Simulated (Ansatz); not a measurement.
# BH (quintet): wave-function methods side by side, aug-cc-pVDZ

Aim: climb from Hartree-Fock through coupled cluster for BH (quintet) at one geometry and basis, and see what each rung misses.

Program: Ansatz 0.2.0, Gaussian basis. Level of theory: aug-cc-pVDZ, core rule «outside noble gas», up to 1 orbitals frozen. These are calculated values, not measurements.

Plan: UHF; CCSD(T) on ROHF; CCSD(T) on UHF; BCCD(T) on ROHF; CISD; CCSDT(Q) on ROHF; CCSDT(Q) on UHF; Full CI.

20 further runs of the same task are left out: 2 for a known fault of the program, 9 that didn't finish, 9 set aside as unsound or not needed.

### 1 What is computed

The geometry is a PBE0/def2-TZVPD stationary point (not a proven minimum) of the parent state, kept for this charge and spin.

2 atoms, charge 0, spin multiplicity 5.

Atoms are counted from 1 here; the program's logs count them from 0.

Bond lengths: B1–H2 1.206 Å.

### 2 UHF

File in.yaml:

```yaml
crystal:
  periodic: [false, false, false]
  atoms:
    - {symbol: B, position_ang: [0.000000, 0.000000, 0.000000]}
    - {symbol: H, position_ang: [0.000000, 0.000000, 1.205800]}
basis:
  gaussian: {orbitals: aug-cc-pVDZ}
magnetization: {spin_polarized: true, initial_magnetization: 4}
hamiltonian: {xc: hf}
output: {orbitals: {seedname: orbitals}}
```

On the command line:

```sh
$ ansatz run in.yaml --threads 1 --pin off --events-out ev --progress --plain --max-ram 2393MiB
```

After this run come: CCSD(T) on ROHF; CCSD(T) on UHF; BCCD(T) on ROHF; CISD; CCSDT(Q) on ROHF; CCSDT(Q) on UHF; Full CI.

**Question.** What will the summary of the whole plan be? Wanted: FCI below the RHF energy; RMP2 from FCI; UMP2 from FCI; RCCSD from FCI; RCCSD(T) from FCI; UCCSD(T) from FCI; RCCSDT(Q) from FCI; UCCSDT(Q) from FCI; T1 diagnostic.

The runs gave:

```
                         quantity                                                                                  value
         FCI below the RHF energy                                                                             -0.6649 eV
                    RMP2 from FCI                                                                           +18.5 kJ/mol
                    UMP2 from FCI                                                                           +18.4 kJ/mol
                   RCCSD from FCI                                                                            +0.7 kJ/mol
                RCCSD(T) from FCI                                                                            +0.2 kJ/mol
                UCCSD(T) from FCI                                                                            +0.1 kJ/mol
               RCCSDT(Q) from FCI                                                                             0.0 kJ/mol
               UCCSDT(Q) from FCI                                                                            -0.1 kJ/mol
levels within 1 kcal/mol (43 meV)  CISD, RCCSD, UCCSD, RCCSD(T), UCCSD(T), BCCD(T), RCCSDT, UCCSDT, RCCSDT(Q), UCCSDT(Q)
                    T1 diagnostic                                                                                  0.007
   effectively unpaired electrons                                                                                   4.00
```

**Reading.** RCCSD(T) lands +0.2 kJ/mol from the yardstick (0.3 % of the correlation energy). One determinant dominates. These misses are within one basis, not against nature; the frozen cores of restricted and unrestricted runs differ, which can shift their rows.
